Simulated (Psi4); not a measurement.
# BPH4 (SMILES BP) at 3 levels

We compute a comparison of 3 runs (HF/3-21G, B3LYP/6-31G*, MP2/6-311G**) of BPH4. 

The results are computed with Psi4 1.11.

9 further runs of the same task are left out: 2 that didn't finish, 7 set aside as unsound or not needed.

## 1. The molecule

BPH4 has 6 atoms, charge 0, and is taken as a singlet. SMILES: `BP`. The shape is that of a GFN2-xTB optimisation.

Bond lengths: B1–P2 1.841 Å, B1–H3 1.169 Å, B1–H4 1.169 Å, P2–H5 1.378 Å, P2–H6 1.378 Å. Angles: B1–P2–H5 103.7°, B1–P2–H6 103.7°, P2–B1–H3 119.5°, P2–B1–H4 119.5°, H5–P2–H6 96.8°, H3–B1–H4 120.3°.

## 2. A single-point energy at HF/3-21G (run 1)

File bh4p.json:

```json
{
  "schema_name": "qcschema_input",
  "schema_version": 1,
  "molecule": {
    "schema_name": "qcschema_molecule",
    "schema_version": 2,
    "symbols": ["B", "P", "H", "H", "H", "H"],
    "geometry": [0.00502667, -1.64020669, 0.22465064, 0.71571487, 1.75512093, 0.49062959, -1.46918647, -2.55337904, 1.59290684, 1.24576415, -2.91182229, -1.08834997, 1.13215382, 2.49264324, -1.97234495, -1.62945415, 2.85764385, 0.75250784],
    "molecular_charge": 0,
    "molecular_multiplicity": 1,
    "fix_symmetry": "c1",
    "fix_com": true,
    "fix_orientation": true
  },
  "driver": "energy",
  "model": {
    "method": "hf",
    "basis": "3-21G"
  },
  "keywords": {
    "puream": true,
    "e_convergence": 1e-09,
    "d_convergence": 1e-08,
    "scf_type": "pk",
    "scf_properties": ["MULLIKEN_CHARGES", "LOWDIN_CHARGES", "QUADRUPOLE"]
  }
}
```

Launch:

```sh
$ psi4 --qcschema bh4p.json -n 1 --memory 1600MB
```

stdout:

```text
[...]
  Running in c1 symmetry.
[...]
  Nuclear repulsion =   46.914828271215498
[...]
  Multiplicity = 1
[...]
  Nalpha       = 12
  Nbeta        = 12
[...]
    Number of basis functions: 30
[...]
   @RHF iter   1:  -365.78672481750550   -5.48597e-01   5.06413e-03 DIIS/ADIIS
[...]
   @RHF iter  11:  -365.81632731085739   -1.08002e-12   2.00192e-09 DIIS
[...]
  @RHF Final Energy:  -365.81632731085739
   => Energetics <=
    Nuclear Repulsion Energy =             46.9148282712154980
    One-Electron Energy =                -597.7403764646585387
    Two-Electron Energy =                 185.0092208825856801
    Total Energy =                       -365.8163273108573890
[...]
 Multipole Moments:
 ------------------------------------------------------------------------------------
     Multipole            Electronic (a.u.)      Nuclear  (a.u.)        Total (a.u.)
 ------------------------------------------------------------------------------------
 L = 1.  Multiply by 2.5417464519 to convert [e a0] to [Debye]
 Dipole X            :        -10.3596715           10.0401337           -0.3195378
 Dipole Y            :        -18.0558146           18.0108663           -0.0449484
 Dipole Z            :         -8.0850404            7.7674168           -0.3176235
 Magnitude           :                                                    0.4527797
 L = 2.  Multiply by 1.3450342976 to convert [e a0^2] to [Debye ang]
 Quadrupole XX       :        -32.7967730           15.3311733          -17.4655997
 Quadrupole XY       :        -18.1153670           17.0908704           -1.0244966
[...]
```

The result, in JSON:

```text
{
 "driver": "energy",
 "model": {
  "method": "hf",
  "basis": "3-21G"
 },
 "success": true,
 "return_result": -365.8163273108574,
 "properties": {
  "calcinfo_nbasis": 30,
  "calcinfo_nmo": 30,
  "calcinfo_nalpha": 12,
  "calcinfo_nbeta": 12,
  "calcinfo_natom": 6,
  "nuclear_repulsion_energy": 46.9148282712155,
  "return_energy": -365.8163273108574,
  "scf_one_electron_energy": -597.7403764646585,
  "scf_two_electron_energy": 185.00922088258568,
  "scf_dipole_moment": [-0.31953779641064983, -0.04494837484998371, -0.31762354551030114],
  "scf_total_energy": -365.8163273108574,
  "scf_iterations": 11
 }
}
```

Wall time 2.6 s (1 thread of AMD EPYC 7R43 (Zen 3), shared host); peak memory 0.18 GiB.

## 3. Energy and gradient at B3LYP/6-31G(d) (Cartesian functions) (run 2)

File calc.inp:

```
memory 1.6 GB

molecule {
  0 1
  B
  P 1 1.841056
  H 1 1.168908 2 119.5001
  H 1 1.169039 3 120.3327 2 170.61125
  H 2 1.378261 1 103.69284 3 -145.03239
  H 2 1.378296 5 96.84472 1 -105.94952
  symmetry c1
}

set basis 6-31G*
set puream false
set e_convergence 1e-09
set d_convergence 1e-08
set scf_type pk
set dft_radial_points 99
set dft_spherical_points 590

E, wfn = gradient('b3lyp', return_wfn=True)
oeprop(wfn, 'MULLIKEN_CHARGES', 'WIBERG_LOWDIN_INDICES', 'QUADRUPOLE')
```

Launch:

```sh
$ psi4 -n 1 calc.inp calc.out
```

calc.out:

```text
[...]
  Running in c1 symmetry.
[...]
  Nuclear repulsion =   46.914823697652494
[...]
  Multiplicity = 1
[...]
  Nalpha       = 12
  Nbeta        = 12
[...]
    Number of basis functions: 42
[...]
   @RKS iter   1:  -368.50066070835555   -3.31272e-01   7.57251e-03 DIIS/ADIIS
[...]
   @RKS iter  10:  -368.57940035657271   -1.25056e-12   5.92147e-09 DIIS
[...]
    Orbital Energies [Eh]
    ---------------------
    Doubly Occupied:
       1A    -77.068648     2A     -6.761890     3A     -6.547837
       4A     -4.710168     5A     -4.708409     6A     -4.705790
       7A     -0.660644     8A     -0.495121     9A     -0.415610
      10A     -0.350940    11A     -0.346240    12A     -0.265642
[...]
  @RKS Final Energy:  -368.57940035657271
   => Energetics <=
    Nuclear Repulsion Energy =             46.9148236976524942
    One-Electron Energy =                -600.3383583661369585
    Two-Electron Energy =                 208.0781307952776444
    DFT Exchange-Correlation Energy =     -23.2339964833659529
    Empirical Dispersion Energy =           0.0000000000000000
    VV10 Nonlocal Energy =                  0.0000000000000000
    Total Energy =                       -368.5794003565727621
[...]
  -Total Gradient:
     Atom            X                  Y                   Z
    ------   -----------------  -----------------  -----------------
       1        0.000097025612     0.000042957280     0.001444406055
       2        0.013922194447    -0.001138832035    -0.005343148923
       3       -0.000050787862    -0.010538782234     0.006701568799
       4        0.001656036578     0.010347226230     0.006663318495
       5       -0.006540490042     0.016279436580    -0.004738708486
       6       -0.009084572330    -0.014991958326    -0.004727493504
[...]
```

Wall time 12 s (1 thread of AMD EPYC 7R43 (Zen 3), shared host); peak memory 0.61 GiB.

## 4. The energy at MP2/6-311G(d,p) (run 3)

File bh4p.xyz:

```xyz
6
BH4P
B      0.002660    -0.867960     0.118880
P      0.378740     0.928770     0.259630
H     -0.777460    -1.351190     0.842930
H      0.659230    -1.540870    -0.575930
H      0.599110     1.319050    -1.043720
H     -0.862270     1.512200     0.398210
```

File bh4p_ase.py:

```python
import numpy as np
from ase.calculators.psi4 import Psi4
from ase.io import read

atoms = read('bh4p.xyz')
calc = Psi4(atoms=atoms, method='mp2', basis='6-311G**', memory='1600MB', num_threads=1, charge=0, multiplicity=1, label='bh4p')
calc.psi4.set_options({'puream': True, 'e_convergence': 1e-09, 'd_convergence': 1e-08, 'scf_type': 'pk', 'num_frozen_docc': 6, 'mp2_type': 'conv'})
atoms.calc = calc

print(f'energy: {atoms.get_potential_energy():.6f} eV')
```

Launch:

```sh
$ python bh4p_ase.py
```

bh4p.dat:

```text
[...]
  Running in c1 symmetry.
[...]
  Nuclear repulsion =   46.914828234982416
[...]
  Multiplicity = 1
[...]
  Nalpha       = 12
  Nbeta        = 12
[...]
    Number of basis functions: 68
[...]
   @RHF iter   1:  -367.67850807477544   -5.38323e-01   3.95303e-03 DIIS/ADIIS
[...]
   @RHF iter  11:  -367.73343886178912   -2.54090e-11   8.52182e-09 DIIS
[...]
  @RHF Final Energy:  -367.73343886178912
   => Energetics <=
    Nuclear Repulsion Energy =             46.9148282349824157
    One-Electron Energy =                -600.1318182362804237
    Two-Electron Energy =                 185.4835511395087906
    Total Energy =                       -367.7334388617891818
[...]
 Multipole Moments:
 ------------------------------------------------------------------------------------
     Multipole            Electronic (a.u.)      Nuclear  (a.u.)        Total (a.u.)
 ------------------------------------------------------------------------------------
 L = 1.  Multiply by 2.5417464519 to convert [e a0] to [Debye]
 Dipole X            :          0.9407258           -1.1723780           -0.2316522
 Dipole Y            :          0.8490614           -0.8646373           -0.0155759
 Dipole Z            :          0.8402819           -1.0727861           -0.2325041
 Magnitude           :                                                    0.3285780
[...]
	SCS-MP2 Total Energy (a.u.)        :  -367.96178699029355
	SOS-MP2 Total Energy (a.u.)        :  -367.94876637963642
	SCSN-MP2 Total Energy (a.u.)       :  -367.80218768605897
[...]
	SOS-PI-MP2 Total Energy (a.u.)     :  -367.98465429927768
[...]
	MP2 Total Energy (a.u.)            :  -367.95194029196676
[...]
```

Standard output:

```text
energy: -10012.482286 eV
```

Run time: 5.4 s. Hardware: 1 thread of AMD EPYC 7R43 (Zen 3), shared host; peak memory 0.28 GiB.

## 5. All runs side by side

```
run                               level      task  Cartesian functions  energy (Eh)  dipole moment (D)  HOMO energy (eV)  LUMO energy (eV)  wall time
  1                            HF/3-21G    energy                   no  -365.816327               1.15            -10.02              2.00      2.6 s
  2  B3LYP/6-31G* (Cartesian functions)  gradient                  yes  -368.579400               0.86             -7.23             -1.61       12 s
  3                        MP2/6-311G**    energy                   no  -367.951940                  –             -9.96              1.85      5.4 s
```

## 6. Outcome

| quantity | value |
| --- | --- |
| run 3: total energy | -367.95194 Eh |
| run 3: HOMO energy (Hartree–Fock orbitals) | -9.96 eV |
| run 3: LUMO energy (Hartree–Fock orbitals) | 1.85 eV |
| run 3: HOMO–LUMO gap (Hartree–Fock orbitals) | 11.81 eV |
| run 3: correlation energy (6 core orbitals frozen) | -218.5 mEh |

All runs together took 20 s, the longest 12 s.
